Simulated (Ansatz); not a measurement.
`C=CC(=N)F`, relaxed with RKS PBE-D4/def2-SVP in the Gaussian-basis code of Ansatz from a rough embedded geometry. The force threshold is 0.03 eV/Å; the program also tests the step.

Total charge 0; spin multiplicity 1.

Start:

```xyz
9

C    -0.640    0.904   -1.098
C    -0.172    0.688    0.094
C     0.393   -0.606    0.482
N     0.733   -0.883    1.714
F     0.419   -1.593   -0.394
H    -1.016    1.835   -1.462
H    -0.602    0.093   -1.894
H    -0.244    1.447    0.852
H     1.128   -1.886    1.705
```

Q: By how much does the energy fall, and how many steps does the optimiser take? (An estimate is asked.)

A: Ansatz gave: 0.36 eV, in 6 steps, 1 of them rejected.

Q: Which bonds change most? (Best estimate.)

A: Ansatz gave: C1–C2 from 1.299 to 1.347 Å; C3–F5 from 1.320 to 1.368 Å; N4–H9 from 1.078 to 1.033 Å; C3–N4 from 1.308 to 1.270 Å.

Q: Give the relaxed structure. (An estimate is asked.)

A: Ansatz gave: 
```xyz
9

C    -0.629    0.891   -1.158
C    -0.190    0.647    0.092
C     0.365   -0.640    0.527
N     0.779   -0.871    1.705
F     0.396   -1.583   -0.464
H    -1.037    1.874   -1.436
H    -0.591    0.111   -1.933
H    -0.218    1.412    0.883
H     1.125   -1.841    1.786
```
